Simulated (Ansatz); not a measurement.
**Heat of formation of CH5N (methylamine) from total energies**

The species is CH5N (7 atoms), meant as a singlet with charge 0. SMILES: `CN`. The shape is that of a PBE0-D4/def2-TZVP optimisation.

Total energies at wB97M-V/aug-cc-pVDZ (Ansatz 0.2.0); the atoms run unrestricted:

```tsv
species	state	energy (Eh)
CH5N	singlet	-95.810818
C	triplet	-37.841232
N	quartet	-54.582670
H	doublet	-0.492840
```

Harmonic wavenumbers at PBE0-D4/def2-TZVP, in cm⁻¹: 305, 832, 975, 1090, 1169, 1347, 1452, 1490, 1512, 1664, 2987, 3081, 3120, 3532, 3612.

Measured heats of formation of the gaseous atoms at 298.15 K, in kJ/mol: C 716.9, N 472.4, H 218.0. Take 1 Eh = 2625.50 kJ/mol, 1 cm⁻¹ = 0.0119627 kJ/mol, RT = 2.479 kJ/mol.

Problem. Work out the heat of formation of the gas at 298 K.

Solution. 
1. Electronic atomisation energy: (-37.841232) + (-54.582670) + 5 × (-0.492840) − (-95.810818) = 0.922716 Eh = 2422.6 kJ/mol.
2. Zero-point energy: half the sum of the wavenumbers, 14084 cm⁻¹ = 168.5 kJ/mol.
3. Thermal vibrational enthalpy, Σ hcν̃/(exp(hcν̃/kT) − 1): 1.6 kJ/mol. Translation, rotation and pV of a non-linear molecule: 4 RT = 9.9 kJ/mol.
4. The 7 free atoms carry 5/2 RT each: 43.4 kJ/mol.
5. Atomisation enthalpy at 298 K: 2422.6 − 168.5 − 1.6 − 9.9 + 43.4 = 2286.0 kJ/mol.
6. Sum of the atoms' heats of formation: 2279.3 kJ/mol. Heat of formation: 2279.3 − 2286.0 = -6.7 kJ/mol.

The tabulated value is -20.9 kJ/mol (Active Thermochemical Tables), so this level is off by +14.2 kJ/mol, or 0.6 % of the atomisation enthalpy. Anharmonicity and any spin-orbit splitting of the molecule are left out.
